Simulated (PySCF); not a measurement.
Species: protonated hydrogen cyanide Ion, CH₂N (charge +1).
Cartesian coordinates in Å at the GFN2-xTB level; atoms count from 1:
```
atom  x, y, z in Å
C1     0.4928    0.5379   -0.1405
N2    -0.5139    0.0975    0.1355
H3     1.4475    0.9563   -0.4016
H4    -1.4161   -0.2973    0.3837
```

Method used: TDDFT wB97X-D/def2-SVPD, vertical, gas phase, core orbitals frozen in the response in PySCF 2.14.0, density-fitted response routines.

Ground-to-excited transition dipoles (e·a0, same axes as the geometry; the sign carries no meaning), for the states with f of 0.002 or more among the lowest 8:

```
state  E (eV)      μx      μy      μz
   S4  13.172  -0.014   0.122   0.170
   S5  13.173   0.095  -0.148   0.115
   S6  13.643   1.427   0.624  -0.391
   S7  14.068   0.008  -0.158  -0.201
   S8  14.070  -0.119   0.175  -0.143
```

(1) What oscillator strength does each state have?

(2) Label these states by symmetry in C∞v.

(3) What peak molar absorption coefficient would the strongest computed level give as a lone Gaussian band 0.5 eV wide at half height?

Results:

(1) f = (2/3) ΔE |μ|² with ΔE in hartree (27.2114 eV).

```json
{"state": "S4", "|μ|² (au)": "0.044", "|μ| (D)": "0.53", "f": "0.014"}
{"state": "S5", "|μ|² (au)": "0.044", "|μ| (D)": "0.53", "f": "0.014"}
{"state": "S6", "|μ|² (au)": "2.578", "|μ| (D)": "4.08", "f": "0.862"}
{"state": "S7", "|μ|² (au)": "0.065", "|μ| (D)": "0.65", "f": "0.023"}
{"state": "S8", "|μ|² (au)": "0.065", "|μ| (D)": "0.65", "f": "0.022"}
```

(2) Polarised along the molecular axis, so Σ+: S6. Polarised across the molecular axis, so Π: S4, S5, S7 and S8.

(3) ε(max) = 2.175×10⁸ f / FWHM, with the width in cm⁻¹. S6: 2.175×10⁸ × 0.8618 / 4033 ≈ 46000 L mol⁻¹ cm⁻¹.

S4/S5 and S7/S8 coincide within about 0.01 eV; within a degenerate level the directions of the single components are arbitrary.

On Arm Neoverse V1, one thread, no GPU (shared host), this took 1.5 s of wall time.
